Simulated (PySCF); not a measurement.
Bond stretch in SMILES FCF (CH₂F₂). The C2–H5 bond (C2 also carries F, F, H; H5 carries nothing else) is pulled apart rigidly from the PBE0/def2-TZVP optimised geometry.

Computed with: UHF/cc-pVDZ (PySCF); RKS-M06-2X = restricted M06-2X/cc-pVDZ in PySCF 2.14.0; UCCSD(T) = CCSD(T) on UHF/cc-pVDZ, 3 core orbitals frozen (PySCF 2.14.0).

Energies relative to the lowest point of each curve near equilibrium, in mEh:

| R / Å | UHF | RKS-M06-2X |
|---|---|---|
| 0.99 | 7.6 | 9.2 |
| 1.03 | 2.4 | 3.4 |
| 1.09 | 0.0 | 0.0 |
| 1.21 | 8.6 | 6.0 |
| 1.64 | 88.5 | 74.3 |
| 1.79 | 110.5 | 99.6 |
| 1.96 | 124.2 | 125.8 |
| 2.43 | 137.1 | 183.9 |
| 2.68 | 138.7 | 207.2 |
| 2.98 | 139.5 | 229.5 |
| 3.28 | 139.8 | 246.9 |
| 3.78 | 140.0 | 267.2 |

Problem. Predict the corresponding UCCSD(T) column.

Solution. 0.99: 10.1; 1.03: 3.9; 1.09: 0.0; 1.21: 5.3; 1.64: 69.9; 1.79: 92.9; 1.96: 115.4; 2.43: 155.9; 2.68: 163.3; 2.98: 166.3; 3.28: 167.2; 3.78: 167.7 (mEh).

The unrestricted determinant behind UHF, UCCSD(T) is spin-contaminated at 1.64 to 3.78 Å (<S²> up to 1.0, against 0.00 for a pure singlet). At the longest distance RKS-M06-2X leaves fractional charges on the fragments, a sign of delocalisation error or of the restricted form. The restricted form behind RKS-M06-2X keeps the bonding electrons paired and can't separate into open-shell fragments.
